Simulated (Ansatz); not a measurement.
Mulliken charges of `N=CC1CO1` from B3LYP/def2-TZVPP in Ansatz (PBE0-D4/def2-TZVP geometry).

| atom | x (Å) | y (Å) | z (Å) | charge (e) |
| --- | --- | --- | --- | --- |
| N1 | -1.371 | 1.331 | 0.924 | -0.226 |
| C2 | -0.408 | 0.524 | 0.798 | -0.121 |
| C3 | -0.318 | -0.361 | -0.377 | 0.153 |
| C4 | 0.992 | -0.677 | -0.952 | 0.010 |
| O5 | 0.314 | -1.616 | -0.149 | -0.343 |
| H6 | -1.282 | 1.879 | 1.778 | 0.152 |
| H7 | 0.413 | 0.411 | 1.520 | 0.082 |
| H8 | -1.197 | -0.383 | -1.016 | 0.121 |
| H9 | 1.052 | -0.915 | -2.011 | 0.089 |
| H10 | 1.889 | -0.246 | -0.512 | 0.082 |

**Question.** By hand: the dipole of these point charges (1 e Å = 4.8032 D).

**Answer.** Σ q r = (0.155, 0.299, -0.270) e Å, of length 0.432 e Å = 2.07 D.

**Question.** How does the dipole of the full density compare? (Estimate.)

**Answer.** Computed: (0.368, 0.201, -0.006) e Å, 2.01 D; the point charges give 1.03 times that, at 49° from its direction.

Point charges leave out the atoms' own dipoles, such as those of lone pairs, and Mulliken's split depends on the basis, so the two needn't agree.

B3LYP here is the variant with VWN-RPA as its local correlation; programs differ in this.
